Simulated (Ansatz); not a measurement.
**NaF: state-averaged CASSCF**

Calculated in Ansatz's Gaussian-basis code. State-averaged CASSCF with equal weights; occupations are averaged over the states; levels count from the state that is lowest in CASSCF. A minimal or small basis: far from the basis limit. Solutions may break the symmetry of the shape. No proof that the lowest CASSCF solution was found. CASSCF levels without dynamic correlation can be off by over 1 eV. The average may hold one member of a degenerate pair alone.

Geometry: bond length 1.9260 Å.

Basis def2-SVP, nonrelativistic, 2 orbitals frozen in the corrections; active space CAS(6,7). Averaged: 2 singlets.

Give the levels in order.



| state | CASSCF (eV) | SC-NEVPT2 (eV) |
| --- | --- | --- |
| singlet | 0.000 | 0.000 |
| singlet | 4.682 | 4.792 |

Occupations: 1.98, 1.98, 1.48, 0.50, 0.02, 0.02, 0.02.
